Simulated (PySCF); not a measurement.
# Simulated absorption spectrum

N,N,N',N'-tetramethylmethanediamine, C5H14N2.
Atom-mapped SMILES: `[CH3:1][N:2]([CH3:3])[CH2:4][N:5]([CH3:6])[CH3:7]` (hydrogens: H8, H9, H10 on C1; H11, H12, H13 on C3; H14, H15 on C4; H16, H17, H18 on C6; H19, H20, H21 on C7)

Structure used (PBE0-D3(BJ)/def2-SVP), in Å, numbered top down from 1:
```
atom  x, y, z in Å
C1     1.6459   -0.7426    0.7719
N2     1.0735    0.3752    0.0644
C3     2.0426    1.1214   -0.6909
C4    -0.0909    0.0128   -0.7011
N5    -1.1793   -0.3843    0.1539
C6    -2.2185   -1.0951   -0.5396
C7    -1.6784    0.7005    0.9617
H8     0.8498   -1.2630    1.3213
H9     2.1346   -1.4781    0.0924
H10    2.4021   -0.3915    1.4910
H11    2.5160    0.5344   -1.5113
H12    1.5733    2.0100   -1.1412
H13    2.8499    1.4672   -0.0268
H14    0.1119   -0.8343   -1.3969
H15   -0.3563    0.8883   -1.3383
H16   -2.7658   -0.4702   -1.2825
H17   -2.9600   -1.4727    0.1813
H18   -1.7973   -1.9608   -1.0741
H19   -0.8318    1.1988    1.4530
H20   -2.3616    0.3169    1.7351
H21   -2.2300    1.4633    0.3655
```

Computed with PySCF, TDDFT wB97X-D/def2-SVPD, vertical, gas phase, core orbitals frozen in the response.

Computed states:

| state | E (eV) | f |
| --- | --- | --- |
| S1 | 6.24 | 0.031 |
| S2 | 6.29 | 0.040 |
| S3 | 7.22 | 0.029 |
| S4 | 7.25 | 0.0050 |
| S5 | 7.27 | 0.0002 |
| S6 | 7.28 | 0.031 |
| S7 | 7.45 | 0.100 |
| S8 | 7.49 | 0.077 |
| S9 | 7.91 | 0.0018 |
| S10 | 7.95 | 0.0039 |

Each state is given a Gaussian of 0.3 eV full width at half maximum, with ε(max) = 2.175×10⁸ f / Δν̃ (Δν̃ the width in cm⁻¹). The width is an assumption, not a result. The curve ends short of the highest state used, and states not computed would add to its high-energy end.

(1) Give the broadened spectrum and its maxima.

(2) On this curve, what absorbance would a 10⁻⁵ mol/L sample give at 193 nm over a 1 cm path?

(3) Coming from long wavelengths, where does ε first pass 100 L mol⁻¹ cm⁻¹?

## Answers

(1) 
| E (eV) | ε (L mol⁻¹ cm⁻¹) |
| --- | --- |
| 5.79 | 7 |
| 5.82 | 16 |
| 5.85 | 35 |
| 5.88 | 72 |
| 5.90 | 114 |
| 5.93 | 213 |
| 5.96 | 379 |
| 5.99 | 638 |
| 6.02 | 1019 |
| 6.05 | 1543 |
| 6.07 | 1974 |
| 6.10 | 2733 |
| 6.13 | 3585 |
| 6.16 | 4458 |
| 6.19 | 5254 |
| 6.21 | 5691 |
| 6.24 | 6134 |
| 6.27 | 6266 |
| 6.30 | 6068 |
| 6.33 | 5569 |
| 6.36 | 4843 |
| 6.38 | 4284 |
| 6.41 | 3407 |
| 6.44 | 2567 |
| 6.47 | 1834 |
| 6.50 | 1241 |
| 6.53 | 796 |
| 6.55 | 574 |
| 6.58 | 336 |
| 6.61 | 187 |
| 6.64 | 98 |
| 6.67 | 49 |
| 6.70 | 24 |
| 6.72 | 15 |
| 6.75 | 10 |
| 6.78 | 12 |
| 6.81 | 22 |
| 6.84 | 44 |
| 6.87 | 88 |
| 6.89 | 135 |
| 6.92 | 247 |
| 6.95 | 430 |
| 6.98 | 711 |
| 7.01 | 1118 |
| 7.04 | 1676 |
| 7.06 | 2139 |
| 7.09 | 2970 |
| 7.12 | 3957 |
| 7.15 | 5078 |
| 7.18 | 6310 |
| 7.21 | 7633 |
| 7.23 | 8560 |
| 7.26 | 10017 |
| 7.29 | 11541 |
| 7.32 | 13095 |
| 7.35 | 14596 |

Maxima: 198 nm (6.27 eV), ε about 6300, made up of S1 (44%) and S2 (56%) (ε in L mol⁻¹ cm⁻¹; maxima over ε = 5, shares over 10%). At its high-energy end, 7.35 eV, the curve is still rising (ε about 15000, from S3, S6, S7 and S8).

(2) 193 nm is 6.424 eV, where ε is about 3000 L mol⁻¹ cm⁻¹, so A = ε c l ≈ 0.03 (Beer–Lambert, with the gas-phase spectrum and the assumed width).

(3) At about 210 nm (5.89 eV), 0.35 eV below S1.

The vertical ionisation energy (ΔSCF) is 8.02 eV, 0.08 eV above S10.

One conformer stands for the species.
